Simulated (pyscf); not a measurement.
Elementary routes open to H₂Ga–SeH + HCl in the gas phase (singlet surface):
A. H₂Se + Cl–GaH₂ (Ga–Se, Cl–H broken; H–Se, Cl–Ga formed)
B. Cl–GaH–SeH + H₂ (Ga–H, Cl–H broken; Cl–Ga, H–H formed)

PySCF, gas phase, ωB97X-D3(BJ)/def2-SVP geometries.

Task: Rank the routes by free-energy barrier at 900 K, lowest first, for ωB97M-D3(BJ)/def2-TZVP energies (ideal gas, 1 atm, RRHO with modes under 100 cm⁻¹ raised to 100, one conformer, R ln 2 for chiral ones without a mode under 150 cm⁻¹).

Result: A (28.7 kcal/mol), B (38.5 kcal/mol)

Route A is the fastest of these, ahead of the next by 9.9 kcal/mol. The most stable products are those of B (ΔG = -21.3 kcal/mol), whose barrier is 9.9 kcal/mol higher: the kinetic and the thermodynamic product differ. At 298 K A is still the fastest. A: On the reactant side the descent ends in a complex, 7.5 kcal/mol under the separated species and 4.0 kcal/mol under the saddle at ωB97X-D3(BJ)/def2-TZVP. On the product side the descent ends in an adduct with a Ga–Se contact, 16.0 kcal/mol under the separated species and 14.7 kcal/mol under the saddle at ωB97X-D3(BJ)/def2-TZVP. B: On the reactant side the descent ends in a complex, 5.4 kcal/mol under the separated species and 12.0 kcal/mol under the saddle at ωB97X-D3(BJ)/def2-TZVP. Only these routes are compared; each barrier is that of the saddle found, and lower ones may exist. Elements up to Kr have no core potential and no relativistic terms here.
